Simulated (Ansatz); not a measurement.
Geometry optimisation, Ansatz 0.2.0, RKS PBE0-D4/6-31G*.

Input file:

```yaml
crystal:
  periodic: [false, false, false]
  atoms:
    - { symbol: C, position_ang: [-0.2335, 0.3384, -1.3807] }
    - { symbol: C, position_ang: [-0.1814, -0.5917, -0.478] }
    - { symbol: C, position_ang: [0.1344, -0.3656, 0.9208] }
    - { symbol: O, position_ang: [0.24563, 0.73373, 1.46375] }
    - { symbol: O, position_ang: [0.12981, -1.47406, 1.6702] }
    - { symbol: H, position_ang: [-0.5408, 0.1648, -2.4211] }
    - { symbol: H, position_ang: [-0.0872, 1.4293, -1.1406] }
    - { symbol: H, position_ang: [-0.3108, -1.6085, -0.7515] }
    - { symbol: H, position_ang: [0.35903, -1.1554, 2.63066] }
basis:
  gaussian: { orbitals: "6-31G*" }
hamiltonian:
  xc: pbe0
  dispersion: d4
relax:
  f_tol: 0.015
  max_steps: 40
```

Run as:

```bash
$ ansatz run input.yaml --threads 1 --pin off --max-ram 2048MiB --backend cpu --events-out ev --progress --plain --runs-dir out
```

Q: Where does it end, and by what steps?

A: It converged. After 7 steps the energy has fallen by 0.291 eV; H7 moved furthest, 0.10 Å.

| step | energy less start (eV) | largest force component (eV/Å) | accepted |
| --- | --- | --- | --- |
| 0 | 0.0000 | 3.390 | yes |
| 1 | -0.1794 | 1.578 | yes |
| 2 | -0.2683 | 0.715 | yes |
| 3 | -0.2856 | 0.279 | yes |
| 4 | -0.2907 | 0.081 | yes |
| 5 | -0.2913 | 0.070 | yes |
| 6 | -0.2914 | 0.030 | yes |
| 7 | -0.2914 | 0.006 | yes |

```xyz
9
Properties=species:S:1:pos:R:3
C -0.265 0.365 -1.372
C -0.186 -0.625 -0.484
C 0.106 -0.327 0.935
O 0.291 0.773 1.406
O 0.146 -1.453 1.675
H -0.477 0.178 -2.420
H -0.115 1.393 -1.055
H -0.328 -1.667 -0.754
H 0.342 -1.166 2.583
```

Whether the end is a true minimum wasn't checked by a vibrational analysis.

Time of the run: 27 s on 1 thread of Arm Neoverse V1, with other jobs on the host, peak memory 0.16 GiB.
